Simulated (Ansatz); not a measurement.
# AlH₂O (quartet): wave-function methods side by side, def2-TZVPP

One table from this session's results is given with a row withheld; the runs are named, their logs left out.

Program: Ansatz 0.2.0, Gaussian basis. Level of theory: def2-TZVPP, core rule «outside noble gas», up to 6 orbitals frozen. These are calculated values, not measurements.

To be run: UHF; ROHF; CCSD(T) on UHF.

2 further runs of the same task are left out: 2 set aside as unsound or not needed.

## The system

The geometry is a PBE0/def2-TZVP stationary point (not a proven minimum) of the parent state, kept for this charge and spin.

4 atoms, charge 0, spin multiplicity 4.

Atoms are counted from 1 here; the program's logs count them from 0.

Bond lengths: Al1–O2 1.700 Å, Al1–H3 1.613 Å, O2–H4 0.957 Å. Angles: O2–Al1–H3 118.4°, Al1–O2–H4 124.9°.

The first run:

Input file in.yaml:

```yaml
crystal:
  periodic: [false, false, false]
  atoms:
    - {symbol: Al, position_ang: [0.000000, -0.079020, 0.634433]}
    - {symbol: O, position_ang: [0.000000, 0.000201, -1.063260]}
    - {symbol: H, position_ang: [0.000000, 1.302005, 1.467317]}
    - {symbol: H, position_ang: [0.000000, 0.810086, -1.572931]}
basis:
  gaussian: {orbitals: def2-TZVPP}
magnetization: {spin_polarized: true, initial_magnetization: 3}
hamiltonian: {xc: hf}
output: {orbitals: {seedname: orbitals}}
```

Command:

```console
$ ansatz run in.yaml --threads 1 --pin off --events-out ev --progress --plain --max-ram 3968MiB --backend cpu
```

Steps of the session up to this table: UHF; ROHF; CCSD(T) on UHF.

One table of the session follows, with a row left open; its other results are not shown here.

It belongs to the step «Misses and costs». 

```
  method  from UCCSD(T) (meV)
    ROHF              +8277.6
     UHF              +8256.2
    UMP2               +570.7
   UCCSD                    ?
UCCSD(T)                    0
```

Estimate the missing values for UCCSD.

**Answer.** from UCCSD(T) (meV): +322.2. In the column «from UCCSD(T) (meV)» it lies between UCCSD(T) (0) and UMP2 (+570.7).
